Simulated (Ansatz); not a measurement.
# A ladder of methods for C2F3 (SMILES F[C]=C(F)F)

The species is C2F3 (5 atoms), meant as a doublet with charge 0. As SMILES, `F[C]=C(F)F`. The shape is that of a PBE0-D4/def2-TZVP optimisation.

```
atom    x (Å)    y (Å)    z (Å)
   F   0.5777  -1.0335   1.5111
   C   0.5069   0.0388   0.7857
   C  -0.1265   0.2479  -0.3432
   F  -0.8486  -0.6505  -0.9807
   F  -0.1095   1.3972  -0.9729
```

Each level gives the vertical ionisation energy (to the singlet cation) (eV). The values are calculated.

| level | kind | program | value (eV) | less CCSD(T)/aug-cc-pVDZ | CPU time (all runs) |
| --- | --- | --- | --- | --- | --- |
| USVWN5/aug-cc-pVDZ | LDA | Ansatz | 11.48 | -0.12 | 31 s |
| UPBE/aug-cc-pVDZ | GGA | Ansatz | 11.37 | -0.23 | 50 s |
| U-r2SCAN/aug-cc-pVDZ | meta-GGA | Ansatz | 11.76 | +0.16 | 100 s |
| UBHLYP/aug-cc-pVDZ | global hybrid | Ansatz | 12.08 | +0.48 | 83 s |
| UCAM-B3LYP/aug-cc-pVDZ | range-separated hybrid | Ansatz | 11.93 | +0.33 | 1.8 min |
| UB2PLYP/aug-cc-pVDZ | double hybrid | Ansatz | 11.68 | +0.08 | 95 s |
| RPA@PBE0/aug-cc-pVDZ | RPA | Ansatz | 11.69 | +0.09 | 2.3 min |
| UCCSD(T)/aug-cc-pVDZ | coupled cluster or CI | Ansatz | 11.60 | 0.00 | 13 min |

Differences are taken from UCCSD(T)/aug-cc-pVDZ for orientation; it has basis-set and higher-order errors of its own. The values span 11.37 to 12.08 eV. Spin contamination of the reference (⟨S²⟩ at least 0.1 too high) touches UCCSD(T)/aug-cc-pVDZ. CPU times are rough (shared hosts, several kinds of processor): they show what a rung costs within a factor of a few.
